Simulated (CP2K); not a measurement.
**Pade/SZV-MOLOPT-SR-GTH (core potential) run of MgCl2 (SMILES [Cl][Mg][Cl])**

What is the energy change on altering one bond length of MgCl2 at Pade/SZV-MOLOPT-SR-GTH (core potential)? 

The results are computed with CP2K 2026.2.

4 further runs of the same task are left out: 4 that didn't finish.

## 1. Starting point

MgCl2: 3 atoms, total charge 0, spin state singlet. SMILES: `[Cl][Mg][Cl]`. Geometry: relaxed at PBE0-D4/def2-TZVP.

Bond lengths: Cl1–Mg2 2.169 Å, Mg2–Cl3 2.169 Å. Angles: Cl1–Mg2–Cl3 179.9°.

## 2. A single-point energy at Pade/SZV-MOLOPT-SR-GTH (core potential)

Input file calc.inp:

```
&GLOBAL
   PROJECT_NAME calc
   RUN_TYPE ENERGY
   PRINT_LEVEL MEDIUM
&END GLOBAL

&FORCE_EVAL
   METHOD QS
   &DFT
      BASIS_SET_FILE_NAME BASIS_MOLOPT
      POTENTIAL_FILE_NAME GTH_POTENTIALS
      &QS
         METHOD GPW
         EPS_DEFAULT 1.0E-10
      &END QS
      &MGRID
         CUTOFF 400
         REL_CUTOFF 50
         NGRIDS 4
      &END MGRID
      &POISSON
         PERIODIC NONE
         POISSON_SOLVER MULTIPOLE
      &END POISSON
      # SCF settings
      &SCF
         SCF_GUESS ATOMIC
         EPS_SCF 1.0E-06
         MAX_SCF 30
         &OT
            MINIMIZER CG
            PRECONDITIONER FULL_ALL
         &END OT
         &OUTER_SCF
            EPS_SCF 1.0E-06
            MAX_SCF 5
         &END OUTER_SCF
      &END SCF
      # functional
      &XC
         &XC_FUNCTIONAL PADE
         &END XC_FUNCTIONAL
      &END XC
      # extra output
      &PRINT
         &MOMENTS
            PERIODIC F
            REFERENCE COM
            MAX_MOMENT 1
         &END MOMENTS
         &MO_CUBES
            NLUMO 1
            NHOMO -1
            WRITE_CUBE F
         &END MO_CUBES
         &HIRSHFELD OFF
         &END HIRSHFELD
      &END PRINT
   &END DFT
   &SUBSYS
      # box in angstrom
      &CELL
         ABC 10.3 13.5 10.3
         PERIODIC NONE
      &END CELL
      &COORD
         Cl     0.464200     2.042800     0.469200
         Mg    -0.005100    -0.021200    -0.004700
         Cl    -0.470100    -2.086400    -0.477600
      &END COORD
      &TOPOLOGY
         &CENTER_COORDINATES
         &END CENTER_COORDINATES
      &END TOPOLOGY
      &KIND Cl
         BASIS_SET SZV-MOLOPT-SR-GTH-q7
         POTENTIAL GTH-PADE-q7
      &END KIND
      &KIND Mg
         BASIS_SET SZV-MOLOPT-SR-GTH-q10
         POTENTIAL GTH-PADE-q10
      &END KIND
   &END SUBSYS
&END FORCE_EVAL
```

Launch:

```bash
OMP_NUM_THREADS=1 cp2k.psmp -i calc.inp > calc.out 2>&1
```

The log of the run, cut to the lines that bear on the results:

```text
CP2K| version string:                                       CP2K version 2026.2
[...]
 GLOBAL| Method name                                                        CP2K
[...]
 GLOBAL| Run type                                                         ENERGY
[...]
 DFT| Spin restricted Kohn-Sham (RKS) calculation                            RKS
 DFT| Multiplicity                                                             1
[...]
 DFT| Charge                                                                   0
[...]
 FUNCTIONAL| PADE:
 QS| Method:                                                                 GPW
[...]
 QS| Density cutoff [a.u.]:                                                200.0
[...]
 QS| Relative density cutoff [a.u.]:                                        25.0
[...]
                             - Atoms:                                          3
[...]
                             - Spherical basis functions:                     13
[...]
 Number of electrons:                                                         24
[...]
     1 OT CG       0.15E+00    0.5     0.27823696       -92.0697809601 -9.21E+01
[...]
    18 OT CG       0.76E-01    0.6     0.00000082       -93.0367073346 -2.76E-11
  *** SCF run converged in    18 steps ***
[...]
  Overlap energy of the core charge distribution:               0.00000000000000
  Self energy of the core charge distribution:               -201.15372991299307
  Core Hamiltonian energy:                                     57.24265334875361
  Hartree energy:                                              65.16984571451479
  Exchange-correlation energy:                                -14.29547648490989
  Total energy:                                               -93.03670733463457
[...]
                     Mulliken Population Analysis
 #  Atom  Element  Kind  Atomic population                           Net charge
       1     Cl       1          7.607600                             -0.607600
       2     Mg       2          8.784797                              1.215203
       3     Cl       1          7.607603                             -0.607603
 # Total charge                             24.000000                  0.000000
[...]
  Dipole moment [Debye]
    X= -0.1264811E-01 Y=  0.3556345E-02 Z= -0.2934480E-02  Total=      0.0134623
[...]
 HOMO - LUMO gap [eV] :    3.418369
 ENERGY| Total FORCE_EVAL ( QS ) energy [hartree]            -93.036707334634571
[...]
```

It took 18 s on 1 thread of Arm Neoverse V1, shared host; peak memory 0.98 GiB.

## 3. The distorted shape at the same level

Input file qs.inp:

```
&FORCE_EVAL
  METHOD QS
  &DFT
    BASIS_SET_FILE_NAME BASIS_MOLOPT
    POTENTIAL_FILE_NAME GTH_POTENTIALS
    CHARGE 0
    MULTIPLICITY 1
    &QS
      METHOD GPW
      EPS_DEFAULT 1.0E-10
    &END QS
    &MGRID
      CUTOFF 400
      REL_CUTOFF 50
      NGRIDS 4
    &END MGRID
    &POISSON
      PERIODIC NONE
      POISSON_SOLVER MULTIPOLE
    &END POISSON
    &SCF
      SCF_GUESS ATOMIC
      EPS_SCF 1.0E-06
      MAX_SCF 80
      ADDED_MOS 10
      &DIAGONALIZATION
        ALGORITHM STANDARD
      &END DIAGONALIZATION
      &MIXING
        METHOD BROYDEN_MIXING
        ALPHA 0.2
        NBUFFER 4
      &END MIXING
    &END SCF
    &XC
      &XC_FUNCTIONAL PADE
      &END XC_FUNCTIONAL
    &END XC
    &PRINT
      &MOMENTS
        PERIODIC F
        REFERENCE COM
        MAX_MOMENT 1
      &END MOMENTS
      &MO ON
        ENERGIES T
        OCCUPATION_NUMBERS T
        NDIGITS 6
        &EACH
          QS_SCF 0
        &END EACH
        ADD_LAST NUMERIC
      &END MO
      &HIRSHFELD OFF
      &END HIRSHFELD
    &END PRINT
  &END DFT
  &SUBSYS
    &CELL
      ABC [angstrom] 10.4 13.8 10.4
      PERIODIC NONE
    &END CELL
    &COORD
      Cl     0.533941     2.352539     0.540126
      Mg     0.064641     0.288539     0.066226
      Cl    -0.470100    -2.086400    -0.477600
    &END COORD
    &TOPOLOGY
      &CENTER_COORDINATES
      &END CENTER_COORDINATES
    &END TOPOLOGY
    &KIND Cl
      BASIS_SET SZV-MOLOPT-SR-GTH-q7
      POTENTIAL GTH-PADE-q7
    &END KIND
    &KIND Mg
      BASIS_SET SZV-MOLOPT-SR-GTH-q10
      POTENTIAL GTH-PADE-q10
    &END KIND
  &END SUBSYS
&END FORCE_EVAL

&GLOBAL
  PROJECT_NAME qs
  RUN_TYPE ENERGY
  PRINT_LEVEL MEDIUM
&END GLOBAL
```

Launch:

```bash
OMP_NUM_THREADS=1 cp2k.psmp -i qs.inp -o qs.out
```

The log of the run, cut to the lines that bear on the results:

```text
CP2K| version string:                                       CP2K version 2026.2
[...]
 GLOBAL| Method name                                                        CP2K
[...]
 GLOBAL| Run type                                                         ENERGY
[...]
 DFT| Spin restricted Kohn-Sham (RKS) calculation                            RKS
 DFT| Multiplicity                                                             1
[...]
 DFT| Charge                                                                   0
[...]
 FUNCTIONAL| PADE:
 QS| Method:                                                                 GPW
[...]
 QS| Density cutoff [a.u.]:                                                200.0
[...]
 QS| Relative density cutoff [a.u.]:                                        25.0
[...]
                             - Atoms:                                          3
[...]
                             - Spherical basis functions:                     13
[...]
 Number of electrons:                                                         24
[...]
     1 NoMix/Diag. 0.20E+00    0.5     1.87625695       -93.0727237847 -9.31E+01
[...]
    31 Broy./Diag. 0.20E+00    0.8     0.00000069       -93.0205256301 -4.84E-06
  *** SCF run converged in    31 steps ***
[...]
  Overlap energy of the core charge distribution:               0.00000000000000
  Self energy of the core charge distribution:               -201.15372991299307
  Core Hamiltonian energy:                                     57.06504843381596
  Hartree energy:                                              65.31397466640534
  Exchange-correlation energy:                                -14.24581881733835
  Total energy:                                               -93.02052563011013
[...]
                     Mulliken Population Analysis
 #  Atom  Element  Kind  Atomic population                           Net charge
       1     Cl       1          7.586022                             -0.586022
       2     Mg       2          8.883160                              1.116840
       3     Cl       1          7.530818                             -0.530818
 # Total charge                             24.000000                 -0.000000
[...]
  Dipole moment [Debye]
    X=  0.8670358E-01 Y=  0.4427373E+00 Z=  0.9764990E-01  Total=      0.4615943
 ENERGY| Total FORCE_EVAL ( QS ) energy [hartree]            -93.020525630110129
[...]
```

Run time: 28 s. Hardware: 1 thread of Arm Neoverse V1, shared host; peak memory 1.5 GiB.

## 4. Outcome

At Pade/SZV-MOLOPT-SR-GTH (core potential):

| quantity | value |
| --- | --- |
| first shape: total energy | -93.03671 Eh |
| first shape: dipole moment | 0.01 D |
| first shape: HOMO energy | -5.52 eV |
| first shape: LUMO energy | -2.10 eV |
| first shape: HOMO–LUMO gap | 3.42 eV |
| distorted shape: total energy | -93.02053 Eh |
| distorted shape: dipole moment | 0.46 D |
| distorted shape: HOMO energy | -5.11 eV |
| distorted shape: LUMO energy | -2.74 eV |
| distorted shape: HOMO–LUMO gap | 2.37 eV |
| energy change with the Mg2–Cl3 bond stretched from 2.169 to 2.494 Å | 0.440 eV |

What this shows: With the Mg2–Cl3 bond stretched from 2.169 to 2.494 Å the energy rises by 0.44 eV (42.5 kJ/mol). The first shape isn't relaxed at this level, so the change isn't measured from a minimum. The minimal basis adds a large error of its own.
